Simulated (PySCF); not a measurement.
## Basis-set dependence of population analyses: `C[C@@H](F)[C@@H]1CO1`

C4H7FO.
Z-matrix (Å and degrees, PBE0-D3(BJ)/def2-SVP geometry), rows numbered from 1:
```
C 
C   1  1.5079
F   2  1.3813  1  109.45
C   2  1.5058  1  112.78  3   120.26
C   4  1.4605  2  121.32  1   148.66
O   4  1.4084  2  115.46  1    80.93
H   1  1.1009  2  110.27  3   -59.83
H   1  1.0991  2  110.66  3    60.19
H   1  1.1002  2  109.87  3  -179.67
H   2  1.1049  1  110.28  3  -118.76
H   4  1.1004  2  114.73  1   -57.06
H   5  1.0978  4  119.44  6   103.99
H   5  1.0972  4  119.49  6  -103.92
```

PBE0 throughout (PySCF), one geometry, spherical d and f functions. One conformer (not necessarily the lowest) at the PBE0-D3(BJ)/def2-SVP geometry, without solvent, vibrations or thermal averaging. Atoms taken as equivalent share a column and are averaged. The first 7 of 11 kinds of atom are listed.

Mulliken charges (e):

| basis | functions | C1 | C2 | F3 | C4 | C5 | O6 | H7/H8/H9 |
| --- | --- | --- | --- | --- | --- | --- | --- | --- |
| STO-3G | 37 | -0.245 | +0.043 | -0.117 | -0.016 | -0.093 | -0.183 | +0.088 |
| 6-31G | 68 | -0.518 | +0.160 | -0.345 | +0.004 | -0.132 | -0.464 | +0.186 |
| pcSseg-0 | 68 | -0.651 | +0.070 | -0.387 | -0.032 | -0.116 | -0.611 | +0.249 |
| 6-31G* | 98 | -0.574 | +0.217 | -0.352 | +0.034 | -0.153 | -0.447 | +0.191 |
| cc-pVDZ | 119 | -0.072 | +0.178 | -0.244 | -0.030 | +0.117 | -0.270 | +0.056 |
| def2-SVP | 119 | -0.080 | +0.244 | -0.277 | -0.038 | +0.135 | -0.338 | +0.057 |
| aug-cc-pVDZ | 201 | +0.295 | +0.683 | -0.567 | +1.022 | +0.992 | -0.651 | -0.078 |
| 6-311+G(2d,p) | 204 | -0.469 | -0.007 | -0.251 | +0.153 | -0.098 | -0.306 | +0.163 |
| def2-TZVP | 228 | -0.384 | +0.151 | -0.226 | +0.022 | -0.054 | -0.314 | +0.133 |
| cc-pVTZ | 278 | -0.303 | +0.201 | -0.228 | +0.016 | -0.034 | -0.277 | +0.105 |
| IGLO-III | 280 | -0.393 | +0.129 | -0.270 | +0.108 | -0.078 | -0.276 | +0.135 |
| pcSseg-2 | 314 | -0.100 | +0.328 | -0.309 | +0.086 | +0.141 | -0.419 | +0.044 |

IAO charges (e):

```json
{"basis": "STO-3G", "functions": "37", "C1": "-0.411", "C2": "+0.022", "F3": "-0.140", "C4": "-0.049", "C5": "-0.156", "O6": "-0.208", "H7/H8/H9": "+0.141"}
{"basis": "6-31G", "functions": "68", "C1": "-0.452", "C2": "+0.153", "F3": "-0.313", "C4": "+0.025", "C5": "-0.115", "O6": "-0.382", "H7/H8/H9": "+0.159"}
{"basis": "pcSseg-0", "functions": "68", "C1": "-0.445", "C2": "+0.142", "F3": "-0.301", "C4": "+0.025", "C5": "-0.101", "O6": "-0.386", "H7/H8/H9": "+0.157"}
{"basis": "6-31G*", "functions": "98", "C1": "-0.433", "C2": "+0.181", "F3": "-0.321", "C4": "+0.051", "C5": "-0.084", "O6": "-0.396", "H7/H8/H9": "+0.150"}
{"basis": "cc-pVDZ", "functions": "119", "C1": "-0.432", "C2": "+0.181", "F3": "-0.323", "C4": "+0.050", "C5": "-0.086", "O6": "-0.391", "H7/H8/H9": "+0.149"}
{"basis": "def2-SVP", "functions": "119", "C1": "-0.422", "C2": "+0.182", "F3": "-0.324", "C4": "+0.055", "C5": "-0.077", "O6": "-0.396", "H7/H8/H9": "+0.147"}
{"basis": "aug-cc-pVDZ", "functions": "201", "C1": "-0.442", "C2": "+0.183", "F3": "-0.338", "C4": "+0.053", "C5": "-0.087", "O6": "-0.412", "H7/H8/H9": "+0.154"}
{"basis": "6-311+G(2d,p)", "functions": "204", "C1": "-0.444", "C2": "+0.181", "F3": "-0.338", "C4": "+0.053", "C5": "-0.087", "O6": "-0.414", "H7/H8/H9": "+0.155"}
{"basis": "def2-TZVP", "functions": "228", "C1": "-0.444", "C2": "+0.185", "F3": "-0.338", "C4": "+0.054", "C5": "-0.086", "O6": "-0.411", "H7/H8/H9": "+0.155"}
{"basis": "cc-pVTZ", "functions": "278", "C1": "-0.445", "C2": "+0.184", "F3": "-0.335", "C4": "+0.053", "C5": "-0.088", "O6": "-0.408", "H7/H8/H9": "+0.155"}
{"basis": "IGLO-III", "functions": "280", "C1": "-0.445", "C2": "+0.183", "F3": "-0.339", "C4": "+0.053", "C5": "-0.088", "O6": "-0.413", "H7/H8/H9": "+0.156"}
{"basis": "pcSseg-2", "functions": "314", "C1": "-0.445", "C2": "+0.185", "F3": "-0.338", "C4": "+0.053", "C5": "-0.086", "O6": "-0.412", "H7/H8/H9": "+0.155"}
```

Some averages cover members that differ in this geometry, most widely: H7/H8/H9, Mulliken in aug-cc-pVDZ -0.103 to -0.058 e.

Question: Which scheme is steadiest as the basis changes?

Answer: Largest range over the bases for any column: IAO 0.21 e, Mulliken 1.15 e. IAO charges move least and Mulliken charges most, counted in e. Without the minimal STO-3G basis the ranges are IAO 0.04, Mulliken 1.15 e.

Question: How much do the charges still move between the two largest bases, IGLO-III and pcSseg-2?

Answer: At most, over all atoms: Mulliken 0.294 e, IAO 0.002 e.

Question: What do the same runs give for the total energy, the frontier levels and the dipole moment?

Answer: 
| basis | energy (Eh) | HOMO (eV) | LUMO (eV) | μ (D) |
| --- | --- | --- | --- | --- |
| STO-3G | -326.9600 | -4.54 | 6.32 | 0.19 |
| 6-31G | -331.1883 | -7.90 | 2.40 | 0.27 |
| pcSseg-0 | -330.5021 | -8.11 | 2.19 | 0.40 |
| 6-31G* | -331.2878 | -7.81 | 2.60 | 0.23 |
| cc-pVDZ | -331.3128 | -7.86 | 2.23 | 0.17 |
| def2-SVP | -331.0494 | -7.98 | 2.18 | 0.18 |
| aug-cc-pVDZ | -331.3419 | -8.14 | 0.09 | 0.20 |
| 6-311+G(2d,p) | -331.3997 | -8.17 | 0.51 | 0.20 |
| def2-TZVP | -331.4301 | -8.13 | 1.59 | 0.18 |
| cc-pVTZ | -331.4172 | -8.07 | 1.58 | 0.18 |
| IGLO-III | -331.4361 | -8.15 | 1.07 | 0.19 |
| pcSseg-2 | -331.4305 | -8.17 | 0.88 | 0.20 |

The dipole is fixed by the density alone, so its range of 0.23 D shows that the density itself changes with the basis, not only its division among atoms.
